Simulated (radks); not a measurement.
# N²⁺ in [He] 2s2 2p1: an all-electron calculation

The task here is to estimate one member of a computed series from the others.

Program: radks (a radial shooting solver on a logarithmic mesh, Libxc functionals) version 1. Level of theory: non-relativistic Kohn-Sham, PBEsol, spin-polarised, spherical densities, point nucleus; open shells are filled with parallel spins first. These are calculated values, not measurements, unless marked.

### What is computed

| Item | Value |
| --- | --- |
| element | nitrogen (Z = 7) |
| charge | +2 |
| electrons | 5 |
| configuration | [He] 2s2 2p1 |

The outer shells:

N²⁺
```
[He] core
2s [↑↓]
2p [↑ ][  ][  ]
```

Set-up of the first run:

The run's settings:

```text
Z 7
configuration [He] 2s2 2p1
relativity non-relativistic
functional pbe_sol,pbe_sol
spin polarised
nucleus point
```

One table of the session follows, with a row left open; its other results are not shown here.

It belongs to the step «Shells». From the orbitals of this run (lengths in bohr):

```
  level     <r>  outermost maximum (interpolated)  90 % within
  1s up  0.2303                             0.149        0.413
1s down  0.2298                             0.149        0.412
  2s up   1.167                             0.956         1.82
2s down   1.183                             0.964         1.85
  2p up       ?                                 ?            ?
2p down   1.155                             0.871         1.91
```

Q: Estimate the row for 2p up from the others.

As computed: <r>: 1.128; outermost maximum (interpolated): 0.856; 90 % within: 1.86. In the column «<r>» it lies between 1s up (0.2303) and 2p down (1.155).

To keep in mind: Open shells are spherical and high-spin; term and fine-structure splittings are not resolved.
